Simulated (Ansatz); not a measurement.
CH$_{3}$Si (SMILES C=[SiH+]) (charge +1), closed shell: a trajectory.

Input (in.yaml):

```yaml
crystal:
  periodic: [false, false, false]
  atoms:
    - {symbol: C, position_ang: [-0.317120, -0.680980, 0.089020]}
    - {symbol: Si, position_ang: [0.411260, 0.881400, -0.117080]}
    - {symbol: H, position_ang: [-0.412140, -1.139590, 1.070050]}
    - {symbol: H, position_ang: [-0.699840, -1.247910, -0.755950]}
    - {symbol: H, position_ang: [1.017830, 2.187080, -0.286050]}
basis:
  gaussian: {orbitals: def2-SVP}
total_charge: 1
hamiltonian: {xc: hf}
md: {n_steps: 60, timestep: 0.25, temperature: 1000, ensemble: nve, seed: 194, initial_velocities: maxwell_boltzmann}
```

Launched with

```bash
ansatz run in.yaml --threads 2 --pin off --events-out ev --progress --plain --max-ram 3481MiB
```

Output of Ansatz 0.2.0:

```
Functional definition: HF
  name "HF"
  cite "Fock, Z. Phys. 61, 126 (1930) doi:10.1007/BF01340294"
  parent pbe
  exchange = exact_x
  correlation = 0
499 factors; integrals over basis functions are off by at most 3.5e-4 eV
mean field evaluation 1: about -8918.3017 eV, gradient 4.9e1 eV
mean field evaluation 2: about -8918.3022 eV, gradient 4.9e1 eV
mean field evaluation 4: about -8925.7365 eV, gradient 3.6e0 eV
mean field evaluation 8: about -8925.8616 eV, gradient 4.6e-2 eV
mean field -8925.86177757 eV, -328.0193701592 hartree, gradient 4.0e-5 eV, S^2 0.000000; 0 other end points of the search recorded, 0 dependent functions left out
the calculation of the forces begins
reference -8925.86177757 eV, -328.0193701592 hartree; 11, 11 occupied and 36, 36 virtual orbitals, 499 factors
md step     0: t =     0.00 fs  T =  1000.0 K  F+E_penalty+E_count = -8925.86177757 eV  E_kin = 0.387780 eV  conserved = -8925.47399757 eV  (28 SCF iters)
md step     1: t =     0.25 fs  T =  1022.8 K  F+E_penalty+E_count = -8925.87061040 eV  E_kin = 0.396610 eV  conserved = -8925.47400057 eV  (25 SCF iters)
md step     2: t =     0.50 fs  T =  1036.6 K  F+E_penalty+E_count = -8925.87595071 eV  E_kin = 0.401968 eV  conserved = -8925.47398279 eV  (25 SCF iters)
md step     3: t =     0.75 fs  T =  1042.2 K  F+E_penalty+E_count = -8925.87810137 eV  E_kin = 0.404156 eV  conserved = -8925.47394563 eV  (25 SCF iters)
md step     4: t =     1.00 fs  T =  1041.2 K  F+E_penalty+E_count = -8925.87766539 eV  E_kin = 0.403772 eV  conserved = -8925.47389337 eV  (26 SCF iters)
md step     5: t =     1.25 fs  T =  1035.8 K  F+E_penalty+E_count = -8925.87547878 eV  E_kin = 0.401646 eV  conserved = -8925.47383280 eV  (26 SCF iters)
md step     6: t =     1.50 fs  T =  1028.2 K  F+E_penalty+E_count = -8925.87250566 eV  E_kin = 0.398734 eV  conserved = -8925.47377210 eV  (26 SCF iters)
md step     7: t =     1.75 fs  T =  1021.2 K  F+E_penalty+E_count = -8925.86970877 eV  E_kin = 0.395989 eV  conserved = -8925.47372005 eV  (26 SCF iters)
md step     8: t =     2.00 fs  T =  1016.6 K  F+E_penalty+E_count = -8925.86791394 eV  E_kin = 0.394230 eV  conserved = -8925.47368425 eV  (26 SCF iters)
md step     9: t =     2.25 fs  T =  1016.1 K  F+E_penalty+E_count = -8925.86769260 eV  E_kin = 0.394023 eV  conserved = -8925.47366975 eV  (26 SCF iters)
md step    10: t =     2.50 fs  T =  1020.2 K  F+E_penalty+E_count = -8925.86928386 eV  E_kin = 0.395606 eV  conserved = -8925.47367807 eV  (26 SCF iters)
md step    11: t =     2.75 fs  T =  1028.6 K  F+E_penalty+E_count = -8925.87257029 eV  E_kin = 0.398863 eV  conserved = -8925.47370692 eV  (26 SCF iters)
md step    12: t =     3.00 fs  T =  1040.2 K  F+E_penalty+E_count = -8925.87711101 eV  E_kin = 0.403360 eV  conserved = -8925.47375117 eV  (26 SCF iters)
md step    13: t =     3.25 fs  T =  1053.2 K  F+E_penalty+E_count = -8925.88222179 eV  E_kin = 0.408418 eV  conserved = -8925.47380340 eV  (26 SCF iters)
md step    14: t =     3.50 fs  T =  1065.6 K  F+E_penalty+E_count = -8925.88708644 eV  E_kin = 0.413230 eV  conserved = -8925.47385614 eV  (26 SCF iters)
md step    15: t =     3.75 fs  T =  1075.3 K  F+E_penalty+E_count = -8925.89087508 eV  E_kin = 0.416973 eV  conserved = -8925.47390254 eV  (27 SCF iters)
md step    16: t =     4.00 fs  T =  1080.3 K  F+E_penalty+E_count = -8925.89285113 eV  E_kin = 0.418914 eV  conserved = -8925.47393750 eV  (26 SCF iters)
md step    17: t =     4.25 fs  T =  1079.2 K  F+E_penalty+E_count = -8925.89245254 eV  E_kin = 0.418494 eV  conserved = -8925.47395863 eV  (26 SCF iters)
md step    18: t =     4.50 fs  T =  1071.2 K  F+E_penalty+E_count = -8925.88933763 eV  E_kin = 0.415374 eV  conserved = -8925.47396412 eV  (27 SCF iters)
md step    19: t =     4.75 fs  T =  1055.9 K  F+E_penalty+E_count = -8925.88340346 eV  E_kin = 0.409448 eV  conserved = -8925.47395540 eV  (26 SCF iters)
md step    20: t =     5.00 fs  T =  1033.7 K  F+E_penalty+E_count = -8925.87477155 eV  E_kin = 0.400838 eV  conserved = -8925.47393400 eV  (27 SCF iters)
md step    21: t =     5.25 fs  T =  1005.4 K  F+E_penalty+E_count = -8925.86375938 eV  E_kin = 0.389855 eV  conserved = -8925.47390391 eV  (31 SCF iters)
md step    22: t =     5.50 fs  T =   972.1 K  F+E_penalty+E_count = -8925.85083398 eV  E_kin = 0.376966 eV  conserved = -8925.47386779 eV  (27 SCF iters)
md step    23: t =     5.75 fs  T =   935.4 K  F+E_penalty+E_count = -8925.83656500 eV  E_kin = 0.362737 eV  conserved = -8925.47382841 eV  (26 SCF iters)
md step    24: t =     6.00 fs  T =   896.9 K  F+E_penalty+E_count = -8925.82157578 eV  E_kin = 0.347787 eV  conserved = -8925.47378889 eV  (27 SCF iters)
md step    25: t =     6.25 fs  T =   858.1 K  F+E_penalty+E_count = -8925.80649534 eV  E_kin = 0.332743 eV  conserved = -8925.47375188 eV  (26 SCF iters)
md step    26: t =     6.50 fs  T =   820.6 K  F+E_penalty+E_count = -8925.79191498 eV  E_kin = 0.318195 eV  conserved = -8925.47371976 eV  (26 SCF iters)
md step    27: t =     6.75 fs  T =   785.6 K  F+E_penalty+E_count = -8925.77834930 eV  E_kin = 0.304655 eV  conserved = -8925.47369455 eV  (26 SCF iters)
md step    28: t =     7.00 fs  T =   754.4 K  F+E_penalty+E_count = -8925.76620284 eV  E_kin = 0.292525 eV  conserved = -8925.47367790 eV  (26 SCF iters)
md step    29: t =     7.25 fs  T =   727.4 K  F+E_penalty+E_count = -8925.75574338 eV  E_kin = 0.282072 eV  conserved = -8925.47367093 eV  (26 SCF iters)
md step    30: t =     7.50 fs  T =   705.1 K  F+E_penalty+E_count = -8925.74708339 eV  E_kin = 0.273409 eV  conserved = -8925.47367421 eV  (25 SCF iters)
md step    31: t =     7.75 fs  T =   687.2 K  F+E_penalty+E_count = -8925.74017068 eV  E_kin = 0.266484 eV  conserved = -8925.47368702 eV  (26 SCF iters)
md step    32: t =     8.00 fs  T =   673.3 K  F+E_penalty+E_count = -8925.73479350 eV  E_kin = 0.261084 eV  conserved = -8925.47370973 eV  (26 SCF iters)
md step    33: t =     8.25 fs  T =   662.4 K  F+E_penalty+E_count = -8925.73059192 eV  E_kin = 0.256852 eV  conserved = -8925.47374000 eV  (25 SCF iters)
md step    34: t =     8.50 fs  T =   653.2 K  F+E_penalty+E_count = -8925.72708855 eV  E_kin = 0.253313 eV  conserved = -8925.47377531 eV  (26 SCF iters)
md step    35: t =     8.75 fs  T =   644.5 K  F+E_penalty+E_count = -8925.72372888 eV  E_kin = 0.249916 eV  conserved = -8925.47381246 eV  (26 SCF iters)
md step    36: t =     9.00 fs  T =   634.6 K  F+E_penalty+E_count = -8925.71993342 eV  E_kin = 0.246086 eV  conserved = -8925.47384766 eV  (26 SCF iters)
md step    37: t =     9.25 fs  T =   622.2 K  F+E_penalty+E_count = -8925.71515878 eV  E_kin = 0.241282 eV  conserved = -8925.47387684 eV  (25 SCF iters)
md step    38: t =     9.50 fs  T =   606.2 K  F+E_penalty+E_count = -8925.70896333 eV  E_kin = 0.235068 eV  conserved = -8925.47389570 eV  (25 SCF iters)
md step    39: t =     9.75 fs  T =   585.8 K  F+E_penalty+E_count = -8925.70107326 eV  E_kin = 0.227173 eV  conserved = -8925.47390054 eV  (25 SCF iters)
md step    40: t =    10.00 fs  T =   561.0 K  F+E_penalty+E_count = -8925.69144104 eV  E_kin = 0.217553 eV  conserved = -8925.47388847 eV  (26 SCF iters)
md step    41: t =    10.25 fs  T =   532.3 K  F+E_penalty+E_count = -8925.68028880 eV  E_kin = 0.206431 eV  conserved = -8925.47385814 eV  (26 SCF iters)
md step    42: t =    10.50 fs  T =   501.1 K  F+E_penalty+E_count = -8925.66812733 eV  E_kin = 0.194317 eV  conserved = -8925.47381025 eV  (25 SCF iters)
md step    43: t =    10.75 fs  T =   469.3 K  F+E_penalty+E_count = -8925.65574192 eV  E_kin = 0.181994 eV  conserved = -8925.47374803 eV  (25 SCF iters)
md step    44: t =    11.00 fs  T =   439.6 K  F+E_penalty+E_count = -8925.64413918 eV  E_kin = 0.170462 eV  conserved = -8925.47367727 eV  (26 SCF iters)
md step    45: t =    11.25 fs  T =   414.8 K  F+E_penalty+E_count = -8925.63445389 eV  E_kin = 0.160848 eV  conserved = -8925.47360596 eV  (26 SCF iters)
md step    46: t =    11.50 fs  T =   397.9 K  F+E_penalty+E_count = -8925.62782303 eV  E_kin = 0.154280 eV  conserved = -8925.47354327 eV  (28 SCF iters)
md step    47: t =    11.75 fs  T =   391.3 K  F+E_penalty+E_count = -8925.62524217 eV  E_kin = 0.151744 eV  conserved = -8925.47349815 eV  (25 SCF iters)
md step    48: t =    12.00 fs  T =   397.0 K  F+E_penalty+E_count = -8925.62742680 eV  E_kin = 0.153949 eV  conserved = -8925.47347760 eV  (25 SCF iters)
md step    49: t =    12.25 fs  T =   415.7 K  F+E_penalty+E_count = -8925.63470362 eV  E_kin = 0.161218 eV  conserved = -8925.47348532 eV  (26 SCF iters)
md step    50: t =    12.50 fs  T =   447.2 K  F+E_penalty+E_count = -8925.64695366 eV  E_kin = 0.173433 eV  conserved = -8925.47352084 eV  (25 SCF iters)
md step    51: t =    12.75 fs  T =   490.1 K  F+E_penalty+E_count = -8925.66361921 eV  E_kin = 0.190040 eV  conserved = -8925.47357964 eV  (25 SCF iters)
md step    52: t =    13.00 fs  T =   541.9 K  F+E_penalty+E_count = -8925.68377373 eV  E_kin = 0.210120 eV  conserved = -8925.47365400 eV  (25 SCF iters)
md step    53: t =    13.25 fs  T =   599.6 K  F+E_penalty+E_count = -8925.70624076 eV  E_kin = 0.232506 eV  conserved = -8925.47373460 eV  (26 SCF iters)
md step    54: t =    13.50 fs  T =   660.0 K  F+E_penalty+E_count = -8925.72973883 eV  E_kin = 0.255927 eV  conserved = -8925.47381212 eV  (26 SCF iters)
md step    55: t =    13.75 fs  T =   719.9 K  F+E_penalty+E_count = -8925.75302706 eV  E_kin = 0.279148 eV  conserved = -8925.47387873 eV  (26 SCF iters)
md step    56: t =    14.00 fs  T =   776.5 K  F+E_penalty+E_count = -8925.77502935 eV  E_kin = 0.301100 eV  conserved = -8925.47392895 eV  (25 SCF iters)
md step    57: t =    14.25 fs  T =   827.7 K  F+E_penalty+E_count = -8925.79492274 eV  E_kin = 0.320963 eV  conserved = -8925.47395990 eV  (24 SCF iters)
md step    58: t =    14.50 fs  T =   872.2 K  F+E_penalty+E_count = -8925.81218500 eV  E_kin = 0.338214 eV  conserved = -8925.47397129 eV  (24 SCF iters)
md step    59: t =    14.75 fs  T =   909.4 K  F+E_penalty+E_count = -8925.82660298 eV  E_kin = 0.352638 eV  conserved = -8925.47396477 eV  (25 SCF iters)
md step    60: t =    15.00 fs  T =   939.5 K  F+E_penalty+E_count = -8925.83825006 eV  E_kin = 0.364306 eV  conserved = -8925.47394391 eV  (45 SCF iters)
Total energy: -8925.83825006 eV, -328.0185055393 hartree
Atom 0 at    -0.208115    -0.631970     0.080342 Å, force    -2.230588    -2.973453    -0.257058 eV/Å
Atom 1 at     0.356725     0.861625    -0.117931 Å, force     1.554358     3.286232    -0.088711 eV/Å
Atom 2 at    -0.543578    -0.957265     1.060285 Å, force     0.196301    -0.154909     0.240645 eV/Å
Atom 3 at    -0.790400    -1.102404    -0.730624 Å, force     0.570066    -0.054745     0.266450 eV/Å
Atom 4 at     1.460433     1.826243    -0.174486 Å, force    -0.090137    -0.103125    -0.161325 eV/Å
Dipole moment:     0.141963     0.385343    -0.075018 e Å

[the SCF lines of later steps are left out]
```

The lines “mean field evaluation” count trial sets of orbitals through the whole run, from several starts and some on an approximate energy, so they need not fall steadily or lie above the final value.

Hardware: 2 CPU threads of an AMD EPYC, shared host. Wall time about 66 s.
